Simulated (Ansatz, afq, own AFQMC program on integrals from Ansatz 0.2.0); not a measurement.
Two steps: Ansatz 0.2.0 writes the Fock matrix and Cholesky factors of the valence space, and afq projects on them the lowest state that overlaps trial and start.

```yaml
crystal:
  periodic: [false, false, false]
  atoms:
    - {symbol: O, position_ang: [0.069320, 0.017696, -0.039695]}
    - {symbol: H, position_ang: [-0.261927, 0.954403, -0.039693]}
    - {symbol: H, position_ang: [-0.564636, -0.806782, 1.593226]}
    - {symbol: H, position_ang: [-0.273778, -0.428508, -0.923433]}
basis:
  gaussian: {orbitals: "6-31++G**"}
total_charge: -1
magnetization: {spin_polarized: true, initial_magnetization: 2}
correlation: {method: ccsd_t, electrons: outside_noble_gas, hamiltonian_folder: ham}
```

```sh
$ ansatz run in.yaml --threads 1 --pin off --events-out ev --progress --plain --max-ram 1382MiB
```

afq runs on the folder ham with

```
--method phaseless --trial cisd --walkers 60 --populations 1 --least-time 40 --time-step 0.005 --steps-per-block 50 --equilibration-blocks 40 --max-blocks 300 --target-error 0.00076 --factor-cut 1e-05 --start spin_pure --seed 1212 --release-times 0.24,0.51,0.99,1.62,2.4 --release-step 0.03 --release-every 4 --taylor-order 6
```

Times are imaginary, in 1/Eh. The walk had a cap of 1086 s.

Output of the walk:

```
orbitals 36  electrons 6 4  factors 268 of 337
reference energy -76.46750053 Eh
CCSD correlation -0.22437985 Eh in 14 cycles, weight of the determinant in the CISD state 0.9253
energy of the start -76.691860 Eh
 block  time / (1/Eh)  mean weight  energy / Eh
     1     0.250  1.0020  -76.691650
     2     0.500  1.0002  -76.692807
     3     0.750  0.9990  -76.695306
     4     1.000  0.9996  -76.695614
     5     1.250  0.9989  -76.692727
     9     2.250  0.9978  -76.696286
    21     5.250  0.9994  -76.692452
    41    10.250  1.0001  -76.694125
    61    15.250  0.9977  -76.697607
    71    17.750  0.9993  -76.710524
    81    20.250  1.0015  -76.703162
   101    25.250  1.0020  -76.692150
   121    30.250  1.0033  -76.703162
   141    35.250  1.0015  -76.693106
   161    40.250  1.0012  -76.699667
   181    45.250  1.0008  -76.693358
   196    49.000  1.0009  -76.695984
blocks merged  error / Eh  count
     1  0.000350  160
     2  0.000409  80
     4  0.000442  40
     8  0.000501  20
    16  0.000506  10
released: time / (1/Eh)  energy / Eh  error  mean overlap
  0.24  -76.697892  0.000511  1.0043
  0.51  -76.697757  0.000487  1.0132
  0.99  -76.697644  0.000520  1.0133
  1.62  -76.697969  0.000539  0.9973
  2.40  -76.697708  0.000747  1.0100
energy -76.697754 +/- 0.000501 Eh
(rows thinned)
```

The run passed its tests (sampling time, drift between the halves within three errors, error under three times the target), which doesn't prove that it has relaxed.

Against this walk (error 13.6 meV) on the same determinant: CCSD(T) 28.0 meV higher, CCSDT(Q) 0.8 meV lower (within the noise). The error is statistical and leaves out the bias of the constraint. Released to 2.40 1/Eh the energy moves by 1 ± 24 meV (both errors), within twice the noise.

Cautions: constraint bias not in the error; lower spins were not checked.

The walk took 2.9 min on 1 thread of Arm Neoverse V2 (shared host). The log's last line is the phaseless energy.

CCSDT and higher add their correlation energy to the determinant of the CCSD(T) run, since their own runs factorise the integrals more tightly (a shift of under 2 meV).
